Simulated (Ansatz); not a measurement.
Working through a short molecular-dynamics run of CH5BO, SMILES CBO

Program: Ansatz 0.2.0 through its Python package.

At the Python prompt:
```pycon
>>> import ansatz as az
>>> from ase import Atoms
>>> import numpy as np
>>> atoms = Atoms(["C", "B", "O", "H", "H", "H", "H", "H"], positions=[
...     (-0.5444, 0.6393, -0.3111),
...     (0.5593, -0.1464, 0.3816),
...     (0.3031, -1.5272, 0.7722),
...     (-1.4241, 0.0626, -0.436),
...     (-0.2492, 1.0061, -1.3434),
...     (-0.8384, 1.5896, 0.2916),
...     (1.6352, 0.3683, 0.5944),
...     (0.6508, -2.0495, -0.0051),
... ])
>>> ch5bo = az.Crystal.molecule_from_ase(atoms)
>>> calculation = (
...     ch5bo.calculation()
...     .basis(gaussian="def2-SVP")
...     .functional("b3lyp")
...     .scf(lower_state_search="standard")
...     .md("nve", timestep=0.25, steps=30, temperature=200, initial_velocities="maxwell_boltzmann", seed=22)
... )
>>> frames = []
>>> calculation.session().plan().execute(on_event=lambda e: frames.append(e["data"]) if e["event"] == "md_step" else None)
<ansatz.RunOutcome object at 0x...>
>>> print("t (fs)   E_pot (eV)      E_kin (eV)   T (K)   d(0-1) (A)")
t (fs)   E_pot (eV)      E_kin (eV)   T (K)   d(0-1) (A)
>>> for f in frames[::1]:
...     xyz = np.array(f["positions_ang"])
...     print(f"{f['time_fs']:6.2f} {f['lagrangian_ev']:14.5f} {f['e_kin_ev']:10.5f} {f['temperature_k']:8.1f} {np.linalg.norm(xyz[0] - xyz[1]):9.4f}")
...
  0.00    -3839.70396    0.15511    200.0    1.5216
  0.25    -3839.70735    0.15851    204.4    1.5233
  0.50    -3839.71526    0.16640    214.6    1.5251
  0.75    -3839.72739    0.17849    230.1    1.5271
  1.00    -3839.74307    0.19411    250.3    1.5293
  1.25    -3839.76130    0.21225    273.7    1.5316
  1.50    -3839.78081    0.23168    298.7    1.5340
  1.75    -3839.80023    0.25101    323.6    1.5366
  2.00    -3839.81812    0.26881    346.6    1.5392
  2.25    -3839.83316    0.28379    365.9    1.5420
  2.50    -3839.84426    0.29484    380.2    1.5449
  2.75    -3839.85065    0.30120    388.4    1.5478
  3.00    -3839.85196    0.30252    390.1    1.5509
  3.25    -3839.84830    0.29890    385.4    1.5539
  3.50    -3839.84030    0.29096    375.2    1.5570
  3.75    -3839.82901    0.27976    360.7    1.5601
  4.00    -3839.81589    0.26675    343.9    1.5632
  4.25    -3839.80262    0.25359    327.0    1.5663
  4.50    -3839.79093    0.24199    312.0    1.5694
  4.75    -3839.78238    0.23353    301.1    1.5724
  5.00    -3839.77821    0.22940    295.8    1.5754
  5.25    -3839.77912    0.23031    297.0    1.5783
  5.50    -3839.78523    0.23639    304.8    1.5812
  5.75    -3839.79607    0.24717    318.7    1.5839
  6.00    -3839.81069    0.26171    337.4    1.5865
  6.25    -3839.82776    0.27869    359.3    1.5891
  6.50    -3839.84580    0.29664    382.5    1.5915
  6.75    -3839.86335    0.31409    405.0    1.5938
  7.00    -3839.87908    0.32977    425.2    1.5959
  7.25    -3839.89200    0.34264    441.8    1.5980
  7.50    -3839.90143    0.35205    453.9    1.5999
>>> kept = np.array([f["conserved_ev"] for f in frames])
>>> print(f"conserved energy moves by at most {1000 * np.ptp(kept):.3f} meV")
conserved energy moves by at most 0.641 meV
```

Notes:
- These settings explore the input space; basis and method may be short of convergence.
- The trajectory is only some femtoseconds long, so its temperature is not equilibrated; where the script doesn't relax first, it starts from a rough generated geometry.
- b3lyp holds the VWN-RPA fit, as in Gaussian; the form of ORCA and Turbomole is b3lyp5.
- The temperature counts the internal degrees of freedom alone.
- Hardware and time: 43 s on 1 thread of Arm Neoverse V2, on a shared host, peak memory 0.19 GiB.

(Lines on the test bed's own set-up are left out of the output.)
